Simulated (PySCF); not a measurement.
Vertical excitation energies

Compound: ethyl formate, C3H6O2.
SMILES: `CCOC=O`

Method: TDDFT wB97X-D/def2-SVPD, vertical, gas phase, core orbitals frozen in the response in PySCF 2.14.0, density-fitted response routines. Isolated species at its PBE0-D3(BJ)/def2-SVP geometry (one conformer only). Torsions of this conformer, `[CH3:1][CH2:2][O:3][CH:4]=[O:5]`: C1–C2–O3–C4 175°, C2–O3–C4–O5 0°.

| state | E (eV) | E (kJ/mol) | λ (nm) | f | main configurations (H = HOMO, L = LUMO) |
| --- | --- | --- | --- | --- | --- |
| S1 | 5.93 | 573 | 208.9 | 0.0018 | H→L (98%) |
| S2 | 8.16 | 788 | 151.9 | 0.117 | H-1→L (84%) |
| S3 | 8.55 | 825 | 145.0 | 0.060 | H→L+1 (51%), H→L+2 (32%), H-1→L (9%) |
| S4 | 8.71 | 840 | 142.3 | 0.0003 | H-2→L (76%), H-5→L (16%) |
| S5 | 8.96 | 865 | 138.3 | 0.0098 | H-1→L+1 (85%) |
| S6 | 9.20 | 888 | 134.8 | 0.099 | H→L+3 (44%), H→L+2 (34%), H→L+1 (9%) |
| S7 | 9.69 | 935 | 127.9 | 0.0006 | H-1→L+2 (68%), H-1→L+3 (14%), H-3→L+1 (11%) |
| S8 | 9.78 | 943 | 126.8 | 0.0017 | H→L+3 (26%), H→L+6 (18%), H→L+1 (18%) |
| S9 | 9.86 | 952 | 125.7 | 0.0076 | H→L+4 (83%) |
| S10 | 10.00 | 965 | 124.0 | 0.044 | H-3→L (45%) |

Triplets (Tamm–Dancoff): T1 5.42 eV, H→L (98%); T2 6.16 eV, H-1→L (79%), H-3→L (14%); T3 8.25 eV, H-2→L (69%), H-5→L (23%); T4 8.39 eV, H→L+1 (55%), H→L+2 (37%).

The lowest singlet comes at 209 nm (573 kJ/mol) in the ultraviolet; it is very weak; its leading configuration is HOMO→LUMO (98%). The strongest level in the table is S2 at 8.16 eV (152 nm, f = 0.117). S1 has the pattern of n→π* at C=O. Orbital energies (eV): HOMO-3 -12.37, HOMO-2 -12.20, HOMO-1 -10.90, HOMO -10.31, LUMO 1.89, LUMO+1 2.34, LUMO+2 2.89. Weighted by f, the mean energy of these states is 8.83 eV. The oscillator strengths of these states sum to 0.342; summed over the whole spectrum of an exact calculation they would give the number of electrons, 40 (Thomas–Reiche–Kuhn). All these states lie below the vertical ionisation energy of 10.94 eV (ΔSCF). Singlets were solved by full linear response, triplets in the Tamm–Dancoff approximation.
